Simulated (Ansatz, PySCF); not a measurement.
System: methane, CH4, charge 0, multiplicity 1. SMILES: C
Geometry: optimised at B3LYP-D3(BJ)/def2-TZVP (Ansatz, a first-principles code).

Property: atomisation energy (electronic, to ground-state atoms), in eV. Correlated levels leave the core frozen unless marked. Open shells are spin-unrestricted. Spin-orbit coupling is left out. No relativistic terms. The coupled-cluster limit lacks core correlation, which all-electron functionals hold. Basis-set limits of correlation are two-point, X^-3; Hartree-Fock from the larger set.

```
level                         program  atomisation energy (eV)
---------------------  --------------  -----------------------
PBE-D4/def2-TZVPD      Ansatz + dftd4                    18.21
revPBE/def2-TZVPD              Ansatz                    17.84
BP86-D4/def2-TZVPD      PySCF + dftd4                    18.63
BP86/def2-TZVPD                 PySCF                    18.60
PBE0/def2-QZVPP                Ansatz                    18.12
BHLYP-D4/def2-TZVPD    Ansatz + dftd4                    17.96
r2SCANh-D4/def2-TZVPD  Ansatz + dftd4                    18.11
```

### Question
Estimate the value at CCSD(T)/CBS(def2-TZVPPD,def2-QZVPPD) as computed with Ansatz.

### Answer
18.19 eV, so r2SCANh-D4/def2-TZVPD differs from it by -0.08 eV.
